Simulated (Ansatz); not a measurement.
C₂H₃F₃O (`OCC(F)(F)F`). Charge 0, multiplicity 1.

```csv
atom,x (Å),y (Å),z (Å)
O1,0.746,-0.865,-1.143
C2,-0.375,-0.371,-0.478
C3,-0.012,0.660,0.571
F4,0.582,1.733,0.050
F5,0.832,0.137,1.478
F6,-1.105,1.070,1.224
H7,1.304,-1.327,-0.510
H8,-1.014,0.115,-1.217
H9,-0.959,-1.152,0.026
```

(1) Give the diagnostics of a CCSD(T)/def2-TZVPP run (frozen core, Ansatz 0.2.0). (Best estimate.)

Answers

(1) The calculation gave: T1 = 0.0113, largest single amplitude 0.015, largest double 0.020, (T) share of the correlation energy 3.2 %, 9 CCSD cycles. The RHF solution is stable towards an unrestricted one. T1 lies under the customary mark of 0.02 for closed shells.
